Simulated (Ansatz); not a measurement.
Geometry optimisation, RKS PBE/cc-pVDZ in Ansatz.

input.yaml

```yaml
crystal:
  periodic: [false, false, false]
  atoms:
    - { symbol: C, position_ang: [-0.59001, 0.71454, -0.56447] }
    - { symbol: Si, position_ang: [0.83587, -0.56451, -0.47073] }
    - { symbol: Mg, position_ang: [0.3171, -1.03515, 1.90592] }
    - { symbol: H, position_ang: [-1.55153, 0.23079, -0.36806] }
    - { symbol: H, position_ang: [-0.66351, 1.20939, -1.52993] }
    - { symbol: H, position_ang: [-0.45589, 1.49041, 0.19548] }
    - { symbol: H, position_ang: [2.03548, 0.19921, -0.9194] }
    - { symbol: H, position_ang: [0.58753, -1.46575, -1.6293] }
    - { symbol: H, position_ang: [-0.51504, -0.77894, 3.38049] }
basis:
  gaussian: { orbitals: cc-pVDZ }
hamiltonian:
  xc: pbe
relax:
  f_tol: 0.015
  max_steps: 40
```

Launched with:

```bash
$ ansatz run input.yaml --threads 1 --pin off --max-ram 2048MiB --backend cpu --events-out ev --progress --plain --runs-dir out
```

Question: Where does it end, and by what steps?

Answer: The run converged. After 9 steps the energy has fallen by 0.292 eV; H9 moved furthest, 1.18 Å.

```csv
step,energy less start (eV),largest force component (eV/Å),accepted
0,0.0000,0.686,yes
1,-0.1427,0.179,yes
2,-0.1899,0.099,yes
3,-0.2230,0.180,yes
4,-0.2584,0.136,yes
5,-0.2790,0.122,yes
6,-0.2883,0.174,yes
7,-0.2908,0.119,yes
8,-0.2922,0.024,yes
9,-0.2923,0.004,yes
```

```xyz
9
Properties=species:S:1:pos:R:3
C -0.683 0.932 -0.910
Si 0.571 -0.380 -0.277
Mg 0.325 -1.124 2.202
H -1.723 0.559 -0.826
H -0.488 1.176 -1.974
H -0.607 1.869 -0.322
H 1.966 0.171 -0.535
H 0.472 -1.581 -1.208
H 0.167 -1.623 3.850
```

Run time: 28 s on 1 thread of Arm Neoverse V1 (shared host), peak memory 0.12 GiB.
